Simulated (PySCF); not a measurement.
# H4P: the cost of one run

Programs: PySCF 2.14.0, with density-fitted response routines of our own. Each step states its level of theory. These are calculated values for one molecule, in the gas phase or a continuum, unless marked as measured. Atoms count from 0, in the outputs and in this text.

### Step 1. The starting structure

5 atoms, charge 1, multiplicity 1; geometry from: GFN2-xTB. The atoms were then displaced at random by about 0.01 Å, so the start is not that level's minimum.

Bonds of the start (Å): P0–H1 1.38, P0–H2 1.34, P0–H3 1.39, P0–H4 1.37.

### Step 2. Relaxing the molecule at PBE0-D3(BJ)/def2-SVP

The job: settings as JSON, then the geometry in Å.

```
{"job": {"xc": "PBE0", "basis": "def2-SVP", "d3": "d3bj", "grid": 1, "shake": 0.01, "kind": "geom"}, "charge": 1, "multiplicity": 1}
P      0.022310    -0.024790     0.000510
H     -0.741620    -0.866860    -0.780970
H      0.315290    -0.619290     1.169690
H     -0.708240     1.128830     0.257850
H      1.145840     0.348140    -0.684960
```

The run is started by

```sh
OMP_NUM_THREADS=1 python probes_run.py task.json out
```

This one command runs all jobs of the session in turn.

Q: Estimate the wall time and peak memory of this first job on 1 thread of Arm Neoverse V2, shared host.

About 1.2 s, with a peak of 0.24 GiB.
